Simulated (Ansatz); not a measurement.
# Molecular dynamics of C3H7NO

The input (input.yaml):

```yaml
crystal:
  periodic: [false, false, false]
  atoms:
    - { symbol: C, position_ang: [-1.071473, 1.400758, 0.544853] }
    - { symbol: "N", position_ang: [-1.248365, 0.207032, 1.031645] }
    - { symbol: C, position_ang: [0.026876, -0.643056, 0.977509] }
    - { symbol: O, position_ang: [1.107659, -0.146298, 0.149301] }
    - { symbol: C, position_ang: [0.834258, -0.528116, -1.234396] }
    - { symbol: H, position_ang: [-1.920496, 2.101075, 0.550694] }
    - { symbol: H, position_ang: [-0.116512, 1.76456, 0.124076] }
    - { symbol: H, position_ang: [-0.294761, -1.667298, 0.687377] }
    - { symbol: H, position_ang: [0.41257, -0.678631, 2.018763] }
    - { symbol: H, position_ang: [1.669681, -0.137425, -1.839609] }
    - { symbol: H, position_ang: [-0.111819, -0.099167, -1.618823] }
    - { symbol: H, position_ang: [0.789283, -1.628434, -1.357491] }
basis:
  gaussian: { orbitals: STO-3G }
hamiltonian:
  xc: pbe0
md:
  timestep: 0.25
  n_steps: 166
  ensemble: nvt_nose_hoover
  temperature: 300.0
  initial_velocities: maxwell_boltzmann
  seed: 696130
scf:
  lower_state_search: "off"
```

Launched with:

```bash
$ ansatz run input.yaml --threads 1 --pin off --max-ram 2048MiB --backend cpu --events-out ev --progress --plain --runs-dir out
```

It starts from a relaxed structure.

Output, in part (one step line in 3, the closing report, with atoms numbered from 0):

```
md step     0: t =     0.00 fs  T =   300.0 K  F+E_penalty+E_count = -6667.19856005 eV  E_kin = 0.387780 eV  conserved = -6666.81078005 eV  (13 SCF iters)
md step     3: t =     0.75 fs  T =   274.5 K  F+E_penalty+E_count = -6667.16552131 eV  E_kin = 0.354872 eV  conserved = -6666.81064981 eV  (14 SCF iters)
md step     6: t =     1.50 fs  T =   215.3 K  F+E_penalty+E_count = -6667.08846549 eV  E_kin = 0.278240 eV  conserved = -6666.81022913 eV  (14 SCF iters)
md step     9: t =     2.25 fs  T =   165.4 K  F+E_penalty+E_count = -6667.02371373 eV  E_kin = 0.213794 eV  conserved = -6666.80993397 eV  (14 SCF iters)
md step    12: t =     3.00 fs  T =   154.5 K  F+E_penalty+E_count = -6667.00975425 eV  E_kin = 0.199701 eV  conserved = -6666.81008563 eV  (14 SCF iters)
md step    15: t =     3.75 fs  T =   168.3 K  F+E_penalty+E_count = -6667.02789653 eV  E_kin = 0.217521 eV  conserved = -6666.81043873 eV  (13 SCF iters)
md step    18: t =     4.50 fs  T =   171.0 K  F+E_penalty+E_count = -6667.03155667 eV  E_kin = 0.221077 eV  conserved = -6666.81058617 eV  (13 SCF iters)
md step    21: t =     5.25 fs  T =   145.7 K  F+E_penalty+E_count = -6666.99860424 eV  E_kin = 0.188318 eV  conserved = -6666.81044308 eV  (13 SCF iters)
md step    24: t =     6.00 fs  T =   105.2 K  F+E_penalty+E_count = -6666.94592385 eV  E_kin = 0.135958 eV  conserved = -6666.81017154 eV  (13 SCF iters)
md step    27: t =     6.75 fs  T =    77.1 K  F+E_penalty+E_count = -6666.90934594 eV  E_kin = 0.099623 eV  conserved = -6666.80997231 eV  (13 SCF iters)
md step    30: t =     7.50 fs  T =    82.1 K  F+E_penalty+E_count = -6666.91579020 eV  E_kin = 0.106110 eV  conserved = -6666.80997565 eV  (13 SCF iters)
md step    33: t =     8.25 fs  T =   119.8 K  F+E_penalty+E_count = -6666.96469798 eV  E_kin = 0.154875 eV  conserved = -6666.81018728 eV  (13 SCF iters)
md step    36: t =     9.00 fs  T =   168.0 K  F+E_penalty+E_count = -6667.02712457 eV  E_kin = 0.217115 eV  conserved = -6666.81048766 eV  (13 SCF iters)
md step    39: t =     9.75 fs  T =   195.5 K  F+E_penalty+E_count = -6667.06271191 eV  E_kin = 0.252667 eV  conserved = -6666.81068040 eV  (14 SCF iters)
md step    42: t =    10.50 fs  T =   183.7 K  F+E_penalty+E_count = -6667.04728459 eV  E_kin = 0.237511 eV  conserved = -6666.81058235 eV  (14 SCF iters)
md step    45: t =    11.25 fs  T =   144.8 K  F+E_penalty+E_count = -6666.99642499 eV  E_kin = 0.187177 eV  conserved = -6666.81021575 eV  (14 SCF iters)
md step    48: t =    12.00 fs  T =   116.5 K  F+E_penalty+E_count = -6666.95942353 eV  E_kin = 0.150587 eV  conserved = -6666.80993697 eV  (14 SCF iters)
md step    51: t =    12.75 fs  T =   126.6 K  F+E_penalty+E_count = -6666.97247182 eV  E_kin = 0.163639 eV  conserved = -6666.81006692 eV  (14 SCF iters)
md step    54: t =    13.50 fs  T =   162.6 K  F+E_penalty+E_count = -6667.01923139 eV  E_kin = 0.210219 eV  conserved = -6666.81042108 eV  (14 SCF iters)
md step    57: t =    14.25 fs  T =   188.8 K  F+E_penalty+E_count = -6667.05300800 eV  E_kin = 0.244041 eV  conserved = -6666.81060329 eV  (14 SCF iters)
md step    60: t =    15.00 fs  T =   184.6 K  F+E_penalty+E_count = -6667.04726444 eV  E_kin = 0.238657 eV  conserved = -6666.81049530 eV  (14 SCF iters)
md step    63: t =    15.75 fs  T =   159.3 K  F+E_penalty+E_count = -6667.01401281 eV  E_kin = 0.205898 eV  conserved = -6666.81024323 eV  (14 SCF iters)
md step    66: t =    16.50 fs  T =   138.1 K  F+E_penalty+E_count = -6666.98615166 eV  E_kin = 0.178447 eV  conserved = -6666.81004855 eV  (14 SCF iters)
md step    69: t =    17.25 fs  T =   141.2 K  F+E_penalty+E_count = -6666.98995351 eV  E_kin = 0.182473 eV  conserved = -6666.81003640 eV  (14 SCF iters)
md step    72: t =    18.00 fs  T =   170.0 K  F+E_penalty+E_count = -6667.02713286 eV  E_kin = 0.219728 eV  conserved = -6666.81021006 eV  (14 SCF iters)
md step    75: t =    18.75 fs  T =   206.2 K  F+E_penalty+E_count = -6667.07391412 eV  E_kin = 0.266567 eV  conserved = -6666.81047071 eV  (14 SCF iters)
md step    78: t =    19.50 fs  T =   222.8 K  F+E_penalty+E_count = -6667.09509498 eV  E_kin = 0.287938 eV  conserved = -6666.81065671 eV  (13 SCF iters)
md step    81: t =    20.25 fs  T =   201.5 K  F+E_penalty+E_count = -6667.06716916 eV  E_kin = 0.260454 eV  conserved = -6666.81059574 eV  (13 SCF iters)
md step    84: t =    21.00 fs  T =   150.7 K  F+E_penalty+E_count = -6667.00085052 eV  E_kin = 0.194791 eV  conserved = -6666.81026367 eV  (13 SCF iters)
md step    87: t =    21.75 fs  T =   105.0 K  F+E_penalty+E_count = -6666.94129478 eV  E_kin = 0.135785 eV  conserved = -6666.80995300 eV  (13 SCF iters)
md step    90: t =    22.50 fs  T =    95.5 K  F+E_penalty+E_count = -6666.92883927 eV  E_kin = 0.123460 eV  conserved = -6666.81001631 eV  (13 SCF iters)
md step    93: t =    23.25 fs  T =   116.2 K  F+E_penalty+E_count = -6666.95573842 eV  E_kin = 0.150244 eV  conserved = -6666.81035194 eV  (13 SCF iters)
md step    96: t =    24.00 fs  T =   133.9 K  F+E_penalty+E_count = -6666.97849846 eV  E_kin = 0.173077 eV  conserved = -6666.81055571 eV  (14 SCF iters)
md step    99: t =    24.75 fs  T =   126.6 K  F+E_penalty+E_count = -6666.96861711 eV  E_kin = 0.163596 eV  conserved = -6666.81045602 eV  (13 SCF iters)
md step   102: t =    25.50 fs  T =   102.5 K  F+E_penalty+E_count = -6666.93702427 eV  E_kin = 0.132531 eV  conserved = -6666.81020033 eV  (13 SCF iters)
md step   105: t =    26.25 fs  T =    87.1 K  F+E_penalty+E_count = -6666.91664694 eV  E_kin = 0.112562 eV  conserved = -6666.81002163 eV  (13 SCF iters)
md step   108: t =    27.00 fs  T =    98.7 K  F+E_penalty+E_count = -6666.93142804 eV  E_kin = 0.127559 eV  conserved = -6666.81003858 eV  (13 SCF iters)
md step   111: t =    27.75 fs  T =   135.8 K  F+E_penalty+E_count = -6666.97930204 eV  E_kin = 0.175566 eV  conserved = -6666.81021501 eV  (13 SCF iters)
md step   114: t =    28.50 fs  T =   179.9 K  F+E_penalty+E_count = -6667.03603701 eV  E_kin = 0.232511 eV  conserved = -6666.81044094 eV  (13 SCF iters)
md step   117: t =    29.25 fs  T =   207.0 K  F+E_penalty+E_count = -6667.07063837 eV  E_kin = 0.267514 eV  conserved = -6666.81059040 eV  (14 SCF iters)
md step   120: t =    30.00 fs  T =   202.2 K  F+E_penalty+E_count = -6667.06383800 eV  E_kin = 0.261360 eV  conserved = -6666.81053905 eV  (14 SCF iters)
md step   123: t =    30.75 fs  T =   172.4 K  F+E_penalty+E_count = -6667.02447912 eV  E_kin = 0.222818 eV  conserved = -6666.81027222 eV  (14 SCF iters)
md step   126: t =    31.50 fs  T =   145.4 K  F+E_penalty+E_count = -6666.98894660 eV  E_kin = 0.188005 eV  conserved = -6666.81002357 eV  (14 SCF iters)
md step   129: t =    32.25 fs  T =   146.2 K  F+E_penalty+E_count = -6666.98951756 eV  E_kin = 0.188956 eV  conserved = -6666.81008449 eV  (13 SCF iters)
md step   132: t =    33.00 fs  T =   168.7 K  F+E_penalty+E_count = -6667.01839192 eV  E_kin = 0.218026 eV  conserved = -6666.81038279 eV  (13 SCF iters)
md step   135: t =    33.75 fs  T =   183.2 K  F+E_penalty+E_count = -6667.03684103 eV  E_kin = 0.236863 eV  conserved = -6666.81056765 eV  (13 SCF iters)
md step   138: t =    34.50 fs  T =   170.2 K  F+E_penalty+E_count = -6667.01931135 eV  E_kin = 0.220019 eV  conserved = -6666.81046924 eV  (13 SCF iters)
md step   141: t =    35.25 fs  T =   138.0 K  F+E_penalty+E_count = -6666.97694311 eV  E_kin = 0.178418 eV  conserved = -6666.81022045 eV  (13 SCF iters)
md step   144: t =    36.00 fs  T =   111.3 K  F+E_penalty+E_count = -6666.94181882 eV  E_kin = 0.143890 eV  conserved = -6666.81004880 eV  (13 SCF iters)
md step   147: t =    36.75 fs  T =   108.0 K  F+E_penalty+E_count = -6666.93713018 eV  E_kin = 0.139572 eV  conserved = -6666.81005854 eV  (13 SCF iters)
md step   150: t =    37.50 fs  T =   127.5 K  F+E_penalty+E_count = -6666.96206002 eV  E_kin = 0.164783 eV  conserved = -6666.81020115 eV  (13 SCF iters)
md step   153: t =    38.25 fs  T =   154.8 K  F+E_penalty+E_count = -6666.99702031 eV  E_kin = 0.200090 eV  conserved = -6666.81038112 eV  (13 SCF iters)
md step   156: t =    39.00 fs  T =   170.7 K  F+E_penalty+E_count = -6667.01707072 eV  E_kin = 0.220641 eV  conserved = -6666.81050535 eV  (14 SCF iters)
md step   159: t =    39.75 fs  T =   162.7 K  F+E_penalty+E_count = -6667.00608078 eV  E_kin = 0.210340 eV  conserved = -6666.81047015 eV  (14 SCF iters)
md step   162: t =    40.50 fs  T =   135.9 K  F+E_penalty+E_count = -6666.97058426 eV  E_kin = 0.175664 eV  conserved = -6666.81024213 eV  (14 SCF iters)
md step   165: t =    41.25 fs  T =   114.3 K  F+E_penalty+E_count = -6666.94187189 eV  E_kin = 0.147685 eV  conserved = -6666.81000747 eV  (13 SCF iters)
md step   166: t =    41.50 fs  T =   112.8 K  F+E_penalty+E_count = -6666.93986973 eV  E_kin = 0.145863 eV  conserved = -6666.80998313 eV  (13 SCF iters)
Total energy: -6666.93988724 eV, -245.0055218419 hartree
Atom 0 at    -1.028195     1.341558     0.502186 Å, force     0.098972     3.257626    -0.369958 eV/Å
Atom 1 at    -1.236774     0.178223     0.970235 Å, force    -0.681420    -1.712265     0.697899 eV/Å
Atom 2 at     0.035537    -0.627677     1.056454 Å, force     0.610574    -0.568489    -1.058346 eV/Å
Atom 3 at     1.126593    -0.158990     0.171121 Å, force    -0.395380    -0.406339    -0.227075 eV/Å
Atom 4 at     0.756111    -0.457263    -1.249575 Å, force     1.314092    -2.640009     2.084828 eV/Å
Atom 5 at    -1.875682     2.054218     0.436958 Å, force     0.084467    -0.309393    -0.110138 eV/Å
Atom 6 at    -0.036375     1.795027     0.267559 Å, force    -0.237408    -0.467383    -0.147564 eV/Å
Atom 7 at    -0.269305    -1.682573     0.827964 Å, force     0.277729     0.248725     0.092837 eV/Å
Atom 8 at     0.383094    -0.573723     2.112831 Å, force     0.206575     0.016150    -0.234791 eV/Å
Atom 9 at     1.607474    -0.193186    -1.877151 Å, force     0.550642     0.145791    -0.089638 eV/Å
Atom 10 at    -0.075199     0.107486    -1.568931 Å, force    -1.969820     1.096625    -0.678617 eV/Å
Atom 11 at     0.544648    -1.572895    -1.378630 Å, force     0.140977     1.338961     0.040563 eV/Å
Dipole moment:     0.115347     0.012196    -0.189394 e Å
```

All steps were run. The conserved energy stayed within 0.071 meV per atom of its start (net change 0.066 meV per atom), so the integration is sound. The mean temperature of the second half is 53 % below the set value. A run of 0.042 ps of so small a system gives no equilibrium averages. Limits of this set-up: minimal basis.

The same pairs are bonded in the first frame and the last. Pairs count as bonded within 1.25 times the sum of covalent radii (0.12 Å more for H–H).

Last frame:

```xyz
12
Properties=species:S:1:pos:R:3
C -1.028 1.342 0.502
N -1.237 0.178 0.970
C 0.035 -0.628 1.056
O 1.127 -0.159 0.171
C 0.756 -0.457 -1.250
H -1.876 2.054 0.437
H -0.036 1.795 0.268
H -0.269 -1.683 0.828
H 0.383 -0.574 2.113
H 1.607 -0.193 -1.877
H -0.075 0.107 -1.569
H 0.545 -1.573 -1.379
```

The run took 2.3 min on 1 thread of Intel(R) Xeon(R) 6975P-C (Granite Rapids) (shared host), peak memory 0.1 GiB.
